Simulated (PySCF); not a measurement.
Record of a relaxation.

Species: BHCl2.
SMILES with atom numbers: `[Cl:1][BH:2][Cl:3]` (hydrogens: H4 on B2)

Computed by this run: PySCF, PBE0-D3(BJ)/def2-SVP geometry optimisation, gas phase; density fitting, grid level 1; the optimiser is geomeTRIC in internal coordinates, started from a GFN2-xTB structure. The frame can shift and turn from step to step; on so coarse a grid that alone can change the energy by a few meV, and forces under 0.02 eV/Å are noise.

Step 0: E = -25722.3435 eV, largest atomic force 1.170 eV/Å
```
atom  x, y, z in Å  |  force x, y, z in eV/Å
Cl1    -1.465   -0.727   -0.007   -1.041  -0.530  -0.002
B2      0.004    0.132   -0.015   -0.004   0.308   0.016
Cl3     1.487   -0.701    0.002    1.052  -0.512   0.004
H4     -0.006    1.306   -0.025   -0.007   0.734  -0.018
```

Step 1: E = -25722.3866 eV, largest atomic force 0.403 eV/Å
```
atom  x, y, z in Å  |  force x, y, z in eV/Å
Cl1    -1.516   -0.723   -0.010    0.033  -0.186   0.031
B2      0.004    0.113   -0.004   -0.003   0.388  -0.107
Cl3     1.539   -0.696   -0.001   -0.029  -0.185   0.032
H4     -0.006    1.315   -0.031    0.000  -0.017   0.044
```

Step 2: E = -25722.3782 eV, largest atomic force 0.358 eV/Å
```
atom  x, y, z in Å  |  force x, y, z in eV/Å
Cl1    -1.480   -0.769   -0.001    0.025   0.270  -0.074
B2      0.004    0.155   -0.035    0.002  -0.255   0.252
Cl3     1.504   -0.741    0.009   -0.029   0.269  -0.074
H4     -0.007    1.365   -0.018    0.003  -0.284  -0.104
```

Step 3: E = -25722.3949 eV, largest atomic force 0.084 eV/Å
```
atom  x, y, z in Å  |  force x, y, z in eV/Å
Cl1    -1.496   -0.748   -0.007    0.039   0.063  -0.001
B2      0.004    0.137   -0.013    0.000  -0.041   0.001
Cl3     1.520   -0.720    0.002   -0.039   0.062   0.000
H4     -0.007    1.340   -0.027    0.000  -0.084   0.000
```

Step 4: E = -25722.3933 eV, largest atomic force 0.167 eV/Å
```
atom  x, y, z in Å  |  force x, y, z in eV/Å
Cl1    -1.503   -0.737   -0.004    0.013  -0.054  -0.043
B2      0.004    0.128   -0.027   -0.001   0.069   0.152
Cl3     1.527   -0.708    0.006   -0.012  -0.054  -0.043
H4     -0.007    1.327   -0.022    0.000   0.039  -0.067
```

Step 5: E = -25722.3952 eV, largest atomic force 0.060 eV/Å
```
atom  x, y, z in Å  |  force x, y, z in eV/Å
Cl1    -1.500   -0.741   -0.006    0.018  -0.009  -0.016
B2      0.004    0.132   -0.018    0.000   0.020   0.056
Cl3     1.524   -0.713    0.004   -0.018  -0.008  -0.015
H4     -0.007    1.332   -0.025    0.000  -0.003  -0.025
```

Step 6: E = -25722.3954 eV, largest atomic force 0.036 eV/Å
```
atom  x, y, z in Å  |  force x, y, z in eV/Å
Cl1    -1.498   -0.742   -0.008   -0.020  -0.014   0.010
B2      0.004    0.133   -0.010    0.000  -0.004  -0.036
Cl3     1.522   -0.714    0.002    0.021  -0.013   0.011
H4     -0.007    1.332   -0.029   -0.001   0.030   0.014
```

Step 7: E = -25722.3955 eV, largest atomic force under 0.02 eV/Å
```
atom  x, y, z in Å  |  force x, y, z in eV/Å
Cl1    -1.498   -0.743   -0.007    0.002   0.002   0.000
B2      0.004    0.134   -0.013    0.000  -0.001   0.000
Cl3     1.522   -0.714    0.003   -0.001   0.002   0.001
H4     -0.008    1.334   -0.028    0.000  -0.003  -0.001
```

Q: Summarise the path.

A: The energy falls by 1.20 kcal/mol from step 0 to step 7; nine tenths of that is first reached at step 3. It rises by more than 0.2 meV at steps 2 and 4. The largest force goes from 1.170 to under 0.02 eV/Å. Among the bonds B2–Cl3 changes most (a near tie, within 0.001 Å, with another), from 1.701 to 1.739 Å; the atoms move by 0.030 Å rms after alignment.

What follows is the cost of the whole optimisation. Hardware: an AMD EPYC 9R45 with one thread, no GPU, shared host with 96 logical CPUs at a one-minute load of 49. Cost: 4.2 s of wall time, 0.27 GiB resident at most.
